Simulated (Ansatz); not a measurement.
**BH2ClO (SMILES OBCl): the energy, rung by rung**

BH2ClO has 5 atoms, charge 0, and is taken as a singlet. SMILES: `OBCl`. The coordinates come from a PBE0-D4/def2-TZVP relaxation. This is one conformer, not always the lowest.

```xyz
5

O    -0.8633   -0.6186   -0.0029
B     0.3790   -0.1372    0.1379
Cl    0.7886    1.4960   -0.3953
H    -1.4777    0.0012   -0.4097
H     1.2233   -0.8151    0.6286
```

Quantity: the energy change with the B2–Cl3 bond stretched from 1.766 to 3.532 Å, in eV. The values are calculated.

```csv
level,kind,program,value (eV),less FCI/STO-3G,CPU time (all runs)
SVWN5/STO-3G (restricted),LDA,Ansatz,5.76,+0.55,1.6 s
revPBE/STO-3G (restricted),GGA,Ansatz,5.16,-0.05,2.4 s
r2SCAN/STO-3G (restricted),meta-GGA,Ansatz,5.60,+0.39,6.4 s
PBE0/STO-3G (restricted),global hybrid,Ansatz,6.02,+0.81,2.5 s
CAM-B3LYP/STO-3G (restricted),range-separated hybrid,Ansatz,6.28,+1.07,2.8 s
wB97M-V/STO-3G (restricted),range-separated hybrid,Ansatz,6.48,+1.27,41 s
wB97X/STO-3G (restricted),range-separated hybrid,Ansatz,6.56,+1.35,11 s
B2PLYP/STO-3G (restricted),double hybrid,Ansatz,5.71,+0.50,3.2 s
MP2/STO-3G (restricted),perturbation theory,Ansatz,6.19,+0.98,0.28 s
FCI/STO-3G,exact in the basis,Ansatz,5.21,0.00,51 s
```

FCI/STO-3G is exact within its basis and frozen core, so for wave-function methods in that basis the difference is their error; functionals converge differently with the basis, so for them it is only a difference. The first shape isn't each level's own minimum. The values span 5.16 to 6.56 eV. All rows use very small basis sets, so even the best lies far from the true value. CPU times are rough (shared hosts, several kinds of processor): they show what a rung costs within a factor of a few.
